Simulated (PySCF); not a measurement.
Gas-phase reaction: 2 AlCl₂ + 2 F → 2 AlClF + Cl₂

Computed with PySCF and rigid-rotor harmonic-oscillator thermochemistry at 1 bar. 'Table' is the NASA 1993 thermochemical table (part measured, part estimated). After a fit of one offset per element over all species, the range-separated, M06-2X, PBE0/def2-QZVP and CCSD(T)/def2-TZVPP enthalpies, where run, lie to one side of the table for AlCl₂ (+44 kJ/mol), AlClF (+54 kJ/mol): a fault of the table's entry, another state or a shared error of the levels is possible; this was not checked at source. † marks an energy on the PBE0/def2-TZVP geometry and frequencies. CCSD(T) freezes the core. Open shells (unrestricted): AlCl₂ (multiplicity 2), F (multiplicity 2, electronic degeneracy 6), AlClF (multiplicity 2); the rest are closed-shell singlets. Spin-orbit splitting is ignored; it lowers the true energy and changes the entropy of F. B3LYP is the form with VWN-RPA correlation. CCSD(T) isn't extrapolated to the basis-set limit; its ΔH°(298 K) is -468.0 kJ in def2-SVP and -535.0 kJ in def2-TZVPP. The harmonic model lacks anharmonicity and excited electronic states, which grow with temperature; levels with a mode under 35 cm⁻¹ are left out. The table's entry may be an old estimate for AlCl₂, AlClF (not checked at source).

```
level                ΔH°(298 K), kJ  minus table  ΔG°(1800 K), kJ
-------------------  --------------  -----------  ---------------
table                        -577.2            -           -365.5
B3LYP/def2-TZVP†             -556.4         20.8           -341.6
CCSD(T)/def2-TZVPP†          -535.0         42.2           -320.3
HF/def2-TZVP†                -280.1        297.1            -65.4
M06-2X/def2-TZVP†            -552.7         24.5           -337.9
PBE/def2-TZVP†               -595.9        -18.7           -381.1
ωB97M-V/def2-TZVP†           -551.3         25.9           -336.5
```
